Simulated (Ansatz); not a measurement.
# CH6BF: the cost of one run

Program: Ansatz 0.2.0. Level of theory: RKS B3LYP-D4/def2-SVP. These are calculated values, not measurements.

### Step 1. The starting structure

Bond lengths: B1–C3 1.600 Å, C3–H4 1.110 Å, C3–H5 1.110 Å, C3–H6 1.110 Å, B1–H7 1.190 Å, B1–F8 1.620 Å. Angles: B1–C3–H4 109.5°, B1–C3–H5 109.5°, B1–C3–H6 109.5°, H4–C3–H5 109.4°, H4–C3–H6 109.4°, H5–C3–H6 109.4°, C3–B1–H7 120.0°, C3–B1–F8 96.8°, H7–B1–F8 101.3°.

Structure file:

```xyz
9

B     0.0000    0.0000    0.0000
H     0.0000    0.0000    1.5400
C     1.3856    0.0000   -0.8000
H     1.7152   -1.0462   -0.9702
H     1.2491    0.5080   -1.7774
H     2.1552    0.5381   -0.2082
H    -1.0305    0.0000   -0.5950
F     0.0726    1.5356    0.5108
H     0.0410    0.8666    1.4996
```

### Step 2. Pulling towards end A

Springs on the bonds that form and break draw the guess towards this end; the thresholds are loose.

File input.yaml:

```yaml
crystal:
  periodic: [false, false, false]
  atoms:
    - { symbol: B, position_ang: [0.0, 0.0, 0.0] }
    - { symbol: H, position_ang: [0.0, 0.0, 1.54] }
    - { symbol: C, position_ang: [1.3856, 0.0, -0.8] }
    - { symbol: H, position_ang: [1.7152, -1.0462, -0.9702] }
    - { symbol: H, position_ang: [1.2491, 0.508, -1.7774] }
    - { symbol: H, position_ang: [2.1552, 0.5381, -0.2082] }
    - { symbol: H, position_ang: [-1.0305, 0.0, -0.595] }
    - { symbol: F, position_ang: [0.0726, 1.5356, 0.5108] }
    - { symbol: H, position_ang: [0.041, 0.8666, 1.4996] }
basis:
  gaussian: { orbitals: def2-SVP }
hamiltonian:
  xc: b3lyp
  dispersion: d4
relax:
  f_tol: 0.15
  max_steps: 25
  restrain:
    - { distance: [0, 7], at: 2.52, k: 30.0 }
    - { distance: [8, 1], at: 1.86, k: 30.0 }
    - { distance: [0, 1], at: 1.19, k: 30.0 }
    - { distance: [8, 7], at: 0.92, k: 30.0 }
```

On the command line:

```sh
ansatz run input.yaml --threads 2 --pin off --max-ram 3072MiB --backend cpu --events-out ev --progress --plain --runs-dir out
```

**Question.** How long does this run take on 2 threads of Arm Neoverse V2, shared host, and how much memory does it need?

About 10 s, with a peak of 0.14 GiB.
